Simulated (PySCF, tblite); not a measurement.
Complex of Na+ and 3 × ammonia

A gas-phase complex of Na+ and 3 × ammonia; charge +1, singlet. The structure comes from a short search (6 tight-binding starts) and was relaxed by PBE0-D3(BJ)/def2-SVPD; another way of binding may lie lower. No frequency run checks that it is a minimum.

| part | name | SMILES | atoms | charge | multiplicity |
| --- | --- | --- | --- | --- | --- |
| 1 | Na+ | [Na+] | 1 | +1 | 1 |
| 2 | ammonia | N | 2–5 | 0 | 1 |
| 3 | ammonia | N | 6–9 | 0 | 1 |
| 4 | ammonia | N | 10–13 | 0 | 1 |

```csv
atom,part,x (Å),y (Å),z (Å)
Na1,1,-0.004,-0.760,-2.725
N2,2,1.934,-0.392,-1.353
H3,2,1.893,-0.870,-0.454
H4,2,2.089,0.590,-1.130
H5,2,2.799,-0.710,-1.789
N6,3,0.228,-1.013,-5.105
H7,3,0.312,-0.127,-5.601
H8,3,-0.567,-1.488,-5.532
H9,3,1.046,-1.555,-5.381
N10,4,-2.199,-0.884,-1.749
H11,4,-2.199,-0.772,-0.736
H12,4,-2.666,-1.773,-1.923
H13,4,-2.836,-0.171,-2.101
```

```csv
contact,kind (by geometry),distance (Å),angle (°)
Na1···N2,ion contact,2.402,-
Na1···N6,ion contact,2.405,-
Na1···N10,ion contact,2.405,-
```

Interaction energies are complex less parts, with the parts frozen as they stand in it; counterpoise-corrected, in kcal/mol (PySCF).

Q: How strongly do the parts interact, level by level?

A: 
| level | interaction | superposition error removed |
| --- | --- | --- |
| wB97M-D3(BJ)/def2-TZVPD | -72.76 | -0.68 |
| PBE0-D3(BJ)/def2-TZVPD | -73.92 | -0.59 |

Q: What holds them together? Decompose the wB97M-D3(BJ)/def2-TZVPD energy: frozen parts, their antisymmetrised product, then relaxation.

A: electrostatic -84.1, Pauli repulsion +28.6, orbital relaxation -15.5, dispersion correction -2.5 kcal/mol, which sum to the value before the counterpoise correction; the Pauli term holds the exchange-correlation of the frozen density too. Of the attraction, 82 % is electrostatic, 15 % is orbital relaxation, 2 % is dispersion correction.

Q: Are the pair energies additive?

A: The pairs sum to -81.13 kcal/mol (1–2 -28.6, 1–3 -28.6, 1–4 -28.6, 2–3 1.6, 2–4 1.6, 3–4 1.6); the rest of +8.37 is a many-body weakening.

The parts were also relaxed and run alone, at the levels used for the complex: shieldings by PBE0/pcSseg-2; core levels by delta-SCF with SCAN, pcX-2 on the ionised atom and pcseg-1 elsewhere, spin-free X2C.

Q: How do these values change when the complex forms?

A: 
| property | alone | in the complex | change |
| --- | --- | --- | --- |
| shielding of Na1 (ppm) | 623.7 | 544.2 | -79.5 |
| shielding of N2 (ppm) | 262.5 | 259.9 | -2.6 |
| shielding of N6 (ppm) | 262.5 | 259.9 | -2.6 |
| Na1 1s core level (eV) | 1088.42 | 1081.91 | -6.51 |
| N2 1s core level (eV) | 405.54 | 410.13 | +4.59 |
| N6 1s core level (eV) | 405.54 | 410.13 | +4.58 |
